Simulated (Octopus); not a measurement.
# O3 (ozone): BLYP (scalar, in the pseudopotentials, sg15 potentials, pseudopotentials sg15, grid spacing 0.15 angstrom)

Aim: the vertical singlet–triplet gap of O3 (ozone) at BLYP (scalar, in the pseudopotentials, sg15 potentials, pseudopotentials sg15, grid spacing 0.15 angstrom), from 2 runs. 

The results are computed with Octopus 16.4.

7 further runs of the same task are left out: 6 that didn't finish, 1 set aside as unsound or not needed.

**1. The system as given**

O3 has 3 atoms, charge 0, and is taken as a singlet. As SMILES, `O=[O+][O-]`. The shape is that of a PBE0-D4/def2-TZVP optimisation.

Bond lengths: O1–O2 1.238 Å, O2–O3 1.238 Å. Angles: O1–O2–O3 118.4°.

**2. Energy and forces at BLYP (scalar, in the pseudopotentials, sg15 potentials, pseudopotentials sg15, grid spacing 0.15 angstrom)**

The input, geometry.xyz:

```xyz
3

O      0.848700    -0.535900     0.409500
O     -0.228900    -0.317600    -0.159400
O     -0.619800     0.853500    -0.250100
```

Command:

```
OMP_NUM_THREADS=1 octopus > gs.log
```

Output:

```text
Version                : 16.4
[... 46 lines left out ...]
** Warning:
[... 51 lines left out ...]
** Warning:
[... 11 lines left out ...]
Converged eigenvectors: 0
#  State  Eigenvalue [eV]  Occupation    Error
[... 9 lines left out ...]
Converged eigenvectors: 0
#  State  Eigenvalue [eV]  Occupation    Error
[... 71 lines left out ...]
Converged eigenvectors: 0
#  State  Eigenvalue [eV]  Occupation    Error
[... 9 lines left out ...]
Converged eigenvectors: 0
#  State  Eigenvalue [eV]  Occupation    Error
[... 6 lines left out ...]
Info: SCF converged in   37 iterations
** Warning:
**   Some of the states are not fully converged!
[... 1 line left out ...]
Octopus emitted 3 warnings.
```

It took 44 s on 1 thread of Intel Xeon 6975P-C (Granite Rapids), shared host; peak memory 0.18 GiB.

**3. The triplet**

geometry.xyz is that of step 2.

Command:

```
OMP_NUM_THREADS=1 octopus > gs.log
```

Output:

```text
Version                : 16.4
[... 45 lines left out ...]
** Warning:
[... 51 lines left out ...]
** Warning:
[... 19 lines left out ...]
Converged eigenvectors: 0
#  State  Spin  Eigenvalue [eV]  Occupation    Error
[... 16 lines left out ...]
Converged eigenvectors: 0
#  State  Spin  Eigenvalue [eV]  Occupation    Error
[... 76 lines left out ...]
 etot  = -1.29450129E+03 abs_ev   =  6.24E-07 rel_ev   =  2.08E-09
 ediff =        1.78E-07 abs_dens =  1.01E-05 rel_dens =  5.60E-07
Converged eigenvectors: 0
#  State  Spin  Eigenvalue [eV]  Occupation    Error
      1    up      -35.155533    1.000000   ( 2.4E-07)
      1    dn      -34.316131    1.000000   ( 1.5E-07)
      2    up      -28.374348    1.000000   ( 2.6E-07)
[... 16 lines of this table left out ...]
     10    dn       -4.459592    0.000000   ( 1.3E-07)
                                                                 ^
Total Magnetic Moment:
 mz =   2.000000
Local Magnetic Moments (sphere radius [A] =   0.619):
 Ion                    mz
   1         O       0.465524
   2         O       0.406682
   3         O       0.462822
*********************** SCF CYCLE ITER #   44 ************************
 etot  = -1.29450129E+03 abs_ev   =  1.07E-09 rel_ev   =  3.58E-12
 ediff =        8.92E-09 abs_dens =  3.49E-06 rel_dens =  1.94E-07
Converged eigenvectors: 5
#  State  Spin  Eigenvalue [eV]  Occupation    Error
      1    up      -35.155533    1.000000   ( 7.7E-08)
      1    dn      -34.316131    1.000000   ( 8.1E-08)
      2    up      -28.374348    1.000000   ( 7.3E-08)
[... 16 lines of this table left out ...]
     10    dn       -4.459592    0.000000   ( 8.6E-08)
                                                                 ^
Total Magnetic Moment:
 mz =   2.000000
Local Magnetic Moments (sphere radius [A] =   0.619):
 Ion                    mz
   1         O       0.465525
   2         O       0.406682
   3         O       0.462822
Info: SCF converged in   44 iterations
** Warning:
**   Some of the states are not fully converged!
Info: Number of matrix-vector products:      14858
Octopus emitted 3 warnings.
```

Wall time 1.8 min (1 thread of Intel Xeon 6975P-C (Granite Rapids), shared host); peak memory 0.25 GiB.

**4. What came out**

At BLYP (scalar, in the pseudopotentials, sg15 potentials, pseudopotentials sg15, grid spacing 0.15 angstrom):

| quantity | value |
| --- | --- |
| singlet: total energy | -47.62429 Eh |
| singlet: dipole moment | 0.65 D |
| singlet: HOMO energy | -7.83 eV |
| singlet: largest force on an atom | 3.126 eV/Å |
| triplet: total energy | -47.57204 Eh |
| triplet: dipole moment | 0.44 D |
| triplet: HOMO energy (highest over α and β) | -6.23 eV |
| triplet: largest force on an atom | 6.231 eV/Å |
| vertical energy of the triplet above the singlet | 1.422 eV |

In words: At this shape the triplet lies 1.42 eV (33 kcal/mol) above the singlet. The largest force (singlet) is 3.13 eV/Å: the shape isn't a stationary point for this species at this level.
